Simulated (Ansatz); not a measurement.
`C/C=C(\C)F`. Total charge 0; spin multiplicity 1.

```xyz
12

C     0.869    1.006    0.985
C     1.001    0.101   -0.190
C     0.030   -0.597   -0.757
C    -1.410   -0.697   -0.427
F     0.339   -1.370   -1.825
H     1.175    2.025    0.730
H    -0.151    1.052    1.367
H     1.516    0.679    1.805
H     1.987   -0.003   -0.633
H    -2.015   -0.378   -1.280
H    -1.668   -0.082    0.433
H    -1.675   -1.735   -0.208
```

(1) Give the diagnostics of a CCSD(T)/def2-TZVPP run (frozen core, Ansatz). (An estimate is asked.)

Results:

(1) Ansatz gave: T1 = 0.0108, largest single amplitude 0.016, largest double 0.085, (T) share of the correlation energy 3.7 %, 9 CCSD cycles. The RHF solution is stable towards an unrestricted one. T1 lies under the customary mark of 0.02 for closed shells.
